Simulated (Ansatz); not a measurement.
A run of Ansatz (development build ahead of 0.2.0) on singlet AlH2(+) at this shape:

```csv
atom,x (Å),y (Å),z (Å)
H,0.0000,0.0004,-1.5580
Al,0.0000,-0.0007,0.0000
H,0.0000,0.0004,1.5580
```

Its results:

| Quantity | Value |
| --- | --- |
| Converged | yes |
| Reference energy | -242.70002 hartree |
| Correlation energy | -0.05055 hartree |
| Total energy | -242.75057 hartree |
| Spin squared of the determinant | 0.000 |
| Stability test | minimum among restricted orbitals |
| Occupied orbitals by symmetry in an Abelian subgroup (alpha; beta) | 4 A1 1 B1 2 B2; 4 A1 1 B1 2 B2 |

Messages of the program:
```
mean field -6604.20393895 eV, -242.7000182660 hartree, gradient 2.2e-6 eV, S^2 0.000000; 0 other ends of a descent, 0 dependent functions left out
```

Task: Which input gives this output? Name the method, the orbitals and the basis set, and write the input.

Result: RHF-MP2 in def2-SVP. An unrestricted run that stays on the closed shell gives the same numbers.

```yaml
crystal:
  periodic: [false, false, false]
  atoms:
    - { symbol: H, position_ang: [0.0, 0.00036, -1.55798] }
    - { symbol: Al, position_ang: [0.0, -0.00072, 0.0] }
    - { symbol: H, position_ang: [0.0, 0.00036, 1.55798] }
basis:
  gaussian: { orbitals: def2-SVP }
total_charge: 1
hamiltonian:
  xc: hf
correlation:
  method: mp2
  frozen_orbitals: { Al: 5, H: 0 }
```
